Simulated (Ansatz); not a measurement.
Basis sets compared for BMe2H (C₂H₇B). The state is a singlet with charge 0. Geometry PBE-D4/def2-TZVP. Ansatz on 2 threads of Arm Neoverse V1 on a shared host; times are rough, and most runs start from earlier orbitals.

Cartesian coordinates in Å:
```
B 0.429 -0.133 -0.348
C 0.380 -0.821 1.052
C -0.632 0.902 -0.842
H -0.007 -1.845 0.866
H -0.298 -0.356 1.782
H 1.370 -0.977 1.507
H -0.140 1.894 -0.774
H -1.550 0.960 -0.240
H -0.890 0.794 -1.907
H 1.338 -0.418 -1.095
```

Binding counts from free atoms (B doublet, C triplet, H doublet) in the same basis, without a counterpoise term.

| level | functions | energy (Eh) | HOMO (eV) | LUMO (eV) | binding per atom (eV) | wall time |
| --- | --- | --- | --- | --- | --- | --- |
| HF/STO-3G | 22 | -103.2605 | -11.01 | 7.31 | 3.94 | 0.1 s |
| PBE-D4/def2-SVP | 77 | -105.0263 | -7.12 | -1.52 | 3.95 | 0.75 s |
| PBE0-D4/def2-SVP | 77 | -105.0575 | -8.57 | -0.51 | 3.93 | 0.75 s |

(1) Estimate the rows for HF/def2-TZVP, PBE-D4/def2-TZVP (with forces), PBE0-D4/def2-TZVP.

Results:

(1) 
```
                         level  functions  energy (Eh)  HOMO (eV)  LUMO (eV)  binding per atom (eV)  wall time
                  HF/def2-TZVP        135    -104.5317     -12.13       2.89                   3.04     0.45 s
PBE-D4/def2-TZVP (with forces)        135    -105.1429      -7.24      -1.64                   3.93      1.4 s
             PBE0-D4/def2-TZVP        135    -105.1697      -8.64      -0.60                   3.90      1.4 s
```
